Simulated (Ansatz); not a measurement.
**AlB (triplet): the correlation ladder at distance B1–Al2 = 2.276 Å, cc-pVDZ**

Aim: climb from Hartree-Fock through coupled cluster and multireference methods for AlB (triplet) at one geometry and basis, and see what each rung misses.

Method: cc-pVDZ, core rule «outside noble gas», up to 6 orbitals frozen; program: Ansatz 0.2.0, Gaussian basis.

Plan: UHF; CCSD(T) on ROHF; CCSD(T) on UHF; BCCD(T) on ROHF; CISD; CCSDT(Q) on ROHF; CCSDT(Q) on UHF; CASSCF and MRCISD+Q, 4 electrons in 4 orbitals; CASSCF and NEVPT2, 4 electrons in 4 orbitals; CASSCF and MRCISD+Q, 6 electrons in 8 orbitals; CASSCF and NEVPT2, 6 electrons in 8 orbitals; Full CI.

13 further runs of the same task are left out: 1 for a known fault of the program, 1 for a mislabelled method, 9 that didn't finish, 2 set aside as unsound or not needed.

### 1 The geometry

The geometry derives from a PBE0/def2-TZVP stationary point (not a proven minimum). One bond is set to the value named and the two fragments are kept rigid.

2 atoms, charge 0, spin multiplicity 3.

Atoms are counted from 1 here; the program's logs count them from 0.

Bond lengths: B1–Al2 2.276 Å.

Coordinates:

```xyz
2
AlB
B     0.0000    0.0000    0.0000
Al    0.0000    0.0000    2.2760
```

### 2 UHF

Input file in.yaml:

```yaml
crystal:
  periodic: [false, false, false]
  atoms:
    - {symbol: B, position_ang: [0.000000, 0.000000, 0.000000]}
    - {symbol: Al, position_ang: [0.000000, 0.000000, 2.276000]}
basis:
  gaussian: {orbitals: cc-pVDZ}
magnetization: {spin_polarized: true, initial_magnetization: 2}
hamiltonian: {xc: hf}
output: {orbitals: {seedname: orbitals}}
```

Command:

```
ansatz run in.yaml --threads 1 --pin off --events-out ev --progress --plain --max-ram 2393MiB
```

The runs that follow: CCSD(T) on ROHF; CCSD(T) on UHF; BCCD(T) on ROHF; CISD; CCSDT(Q) on ROHF; CCSDT(Q) on UHF; CASSCF and MRCISD+Q, 4 electrons in 4 orbitals; CASSCF and NEVPT2, 4 electrons in 4 orbitals; CASSCF and MRCISD+Q, 6 electrons in 8 orbitals; CASSCF and NEVPT2, 6 electrons in 8 orbitals; Full CI.

Q: Predict the results of all the runs planned. Wanted: FCI below the RHF energy; RMP2 from FCI; UMP2 from FCI; RCCSD from FCI; RCCSD(T) from FCI; UCCSD(T) from FCI; RCCSDT(Q) from FCI; UCCSDT(Q) from FCI; NEVPT2 valence from FCI.

**Answer**, as computed:

```
                         quantity                                                   value
         FCI below the RHF energy                                              -3.4303 eV
                    RMP2 from FCI                                           +110.5 kJ/mol
                    UMP2 from FCI                                           +109.2 kJ/mol
                   RCCSD from FCI                                            +18.1 kJ/mol
                RCCSD(T) from FCI                                             +5.9 kJ/mol
                UCCSD(T) from FCI                                             +5.8 kJ/mol
               RCCSDT(Q) from FCI                                             +0.2 kJ/mol
               UCCSDT(Q) from FCI                                             +0.1 kJ/mol
          NEVPT2 valence from FCI                                            +45.1 kJ/mol
        MRCISD+Q valence from FCI                                             -0.4 kJ/mol
levels within 1 kcal/mol (43 meV)  RCCSDT, UCCSDT, RCCSDT(Q), UCCSDT(Q), MRCISD+Q valence
                    T1 diagnostic                                                   0.058
   effectively unpaired electrons                                                    2.14
```

**Reading.** RCCSD(T) lands +5.9 kJ/mol from the yardstick (1.8 % of the correlation energy). MRCISD+Q valence falls below full CI: the +Q correction isn't variational, and the cores differ from full CI's. The occupations are near whole numbers, but T1 = 0.058 shows that the orbitals relax strongly. Of the multireference levels listed MRCISD+Q valence comes nearest in total energy (-0.4 kJ/mol), which doesn't show that its space is the better one. Coupled cluster took another determinant than the lowest Hartree-Fock one. These misses are within one basis, not against nature; the frozen cores of restricted and unrestricted runs differ, which can shift their rows.
